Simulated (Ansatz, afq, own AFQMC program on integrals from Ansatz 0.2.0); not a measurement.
Where AFQMC and coupled cluster stand for C$_{2}$H, doublet

```yaml
atoms:
  - { symbol: C, position_ang: [0.0000, 0.0000, 0.5377] }
  - { symbol: C, position_ang: [0.0000, 0.0000, -2.1413] }
  - { symbol: H, position_ang: [0.0000, 0.0000, 1.6037] }
```

Connectivity, by distances: CH ··· C.

Basis 6-31G. Only valence electrons are correlated. Ansatz 0.2.0 and our own AFQMC program on the same integrals; the CISD trial comes from CCSD amplitudes, and released means the phaseless constraint is let go. Error bars are statistical, one sigma.

Determinant: ROHF, the one that the program's search chose, which needn't be the lowest solution. The geometry is a point of a scan.

Full CI on the same integrals is exact in this basis and with this determinant's frozen core.

Cautions: a spin-contaminated unrestricted determinant lies lower (UHF 4.92 eV lower, ⟨S²⟩ 2.66); the search met a lower determinant of the same kind, perhaps of another symmetry (2.01 eV lower); strong correlation (T1 0.288, weight of the determinant 0.31, largest double 0.15); the CCSD(T) amplitudes may be one of several solutions (largest double 0.15); the CCSDT(Q) amplitudes may be one of several solutions (largest double 0.56); the released energies have errors that jump between times, so the bars are unsure, so no released level is given (meV from the phaseless value at times in 1/Eh: -58 ± 20 at 0.24, 9 ± 71 at 0.51, -121 ± 9 at 0.99, -149 ± 14 at 1.62, -179 ± 20 at 2.40); the ph-AFQMC/CISD walk drifts between its halves (2.1 errors); the next higher spin lies close (full CI puts it 104 meV above); CCSDT(Q) on the UHF determinant differs (97 meV lower), perhaps since the unrestricted series falls towards higher spin.

* T1 diagnostic: 0.2882
* weight of the determinant in the CISD state: 0.308
* size of the correlated space: 9 electrons in 18 orbitals

Reference: full CI, correlation energy -7.473 eV. The cautions show a poor starting determinant, so the rows tell how each method copes with it here, and full CI is the sure value.

| level | E − E(reference) (meV) | share of correlation (%) |
| --- | --- | --- |
| HF | 7473.2 | 0.00 |
| MP2 | 2584.2 | 65.42 |
| CCSD | 330.7 | 95.58 |
| CCSD(T) | 200.9 | 97.31 |
| CCSDT | 183.4 | 97.55 |
| CCSDT(Q) | 142.0 | 98.10 |
| ph-AFQMC/CISD | 406.1 ± 8.1 | 94.57 |

CCSDT and higher add their correlation energy to the determinant of the CCSD(T) run, since their own runs factorise the integrals more tightly (a shift of under 2 meV).
